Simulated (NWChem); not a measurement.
Extrapolating the MP2 correlation energy of AlCl$_{3}$

```xyz
4

Al     0.0000     0.0000     0.0000
Cl     0.0000     0.0000     2.0937
Cl     1.8132     0.0000    -1.0468
Cl    -1.8132     0.0000    -1.0468
```
Charge 0, spin multiplicity 1.

The numbers come from NWChem runs, not from measurements. Structure: optimised with PBE/def2-SVP, a minimum by its harmonic frequencies.

The correlated methods keep 20 core orbitals frozen. The structure started from a generated list of species.

Worked example. The MP2 correlation energy is -452.75 mHa in cc-pVDZ and -624.12 mHa in cc-pVTZ. The form E(X) = E∞ + A/X³ turns the pair into an estimate of the basis-set limit.

E∞ = (3³·(-624.12) − 2³·(-452.75))/(3³ − 2³) = -696.3 mHa. The larger basis holds 90 % of that, at about 4 times the processor time of the smaller one. This is a two-point estimate, and a rough one from so small a pair.
